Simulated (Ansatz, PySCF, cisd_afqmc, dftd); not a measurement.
Reaction: C2H7N (ethanamine, SMILES CCN) → C2H5 (SMILES [CH2]C, doublet) + NH2 (SMILES [NH2], doublet) (the C-N bond breaks)
Each species at its own B3LYP-D3(BJ)/def2-TZVP minimum (Ansatz, a first-principles code), one conformer.

Wanted: bond dissociation energy (enthalpy at 298 K, ideal-gas terms from PySCF's Hessians at B3LYP-D3(BJ)/def2-TZVP), in kcal/mol. Open shells are spin-unrestricted; no spin-orbit coupling. Cores are frozen in correlated methods. Rows without X2C or -DK are non-relativistic. AFQMC is phaseless with a CISD trial state; ± is one standard error, without the phaseless bias. Outlying blocks are dropped, and bars are widened where a walk drifts. Over all cases where full CI ran beside it in this data, AFQMC minus full CI had a median of +0.1 mEh and passed +0.4 mEh in a tenth of the cases. CBS(X,Y): correlation extrapolated as X^-3, Hartree-Fock from the larger set. A bracket is a step between two methods taken in the basis named. Functionals run without relativity, which enters their misses. 'core' is core correlation in cc-pwCVTZ, 'X2C' scalar relativity in cc-pVTZ-DK, both at CCSD(T).

From measured enthalpies of formation at 298 K: 85.3 kcal/mol (G2/97 table in ASE (Curtiss et al.)). The calculations leave out spin-orbit terms.

```
level                                                                                   program  bond dissociation energy (kcal/mol)  error against that value
--------------------------------------------------------------------------  -------------------  -----------------------------------  ------------------------
HF/cc-pVQZ                                                                               Ansatz                                 49.7                     -35.6
r2SCAN-D4/def2-TZVPD                                                             Ansatz + dftd4                                 76.9                      -8.4
B3LYP/def2-TZVPD                                                                         Ansatz                                 77.9                      -7.4
PBE0/def2-TZVPD                                                                          Ansatz                                 81.7                      -3.6
CAM-B3LYP/def2-TZVPD                                                                     Ansatz                                 81.0                      -4.3
wB97X-V/def2-TZVPD                                                                       Ansatz                                 85.2                      -0.1
MP2/cc-pVDZ                                                                              Ansatz                                 86.3                       1.0
MP2/cc-pVQZ                                                                              Ansatz                                 91.0                       5.7
MP2/CBS(cc-pVTZ,cc-pVQZ)                                                                 Ansatz                                 92.2                       6.9
CCSD/cc-pVDZ                                                                             Ansatz                                 78.2                      -7.1
CCSD(T)/cc-pVQZ                                                                          Ansatz                                 84.3                      -1.0
CCSDT(Q)/cc-pVDZ                                                                         Ansatz                                 80.4                      -4.9
AFQMC/CISD/cc-pVDZ                                                                   cisd_afqmc                           80.4 ± 0.4                      -4.9
CCSD(T)/CBS(cc-pVTZ,cc-pVQZ) + [AFQMC/CISD - CCSD(T)]/cc-pVDZ + core + X2C  Ansatz + cisd_afqmc                           85.5 ± 0.4                       0.2
CCSD(T)/CBS(cc-pVTZ,cc-pVQZ) + [CCSDT(Q) - CCSD(T)]/cc-pVDZ + core + X2C                 Ansatz                                 85.5                       0.2
```
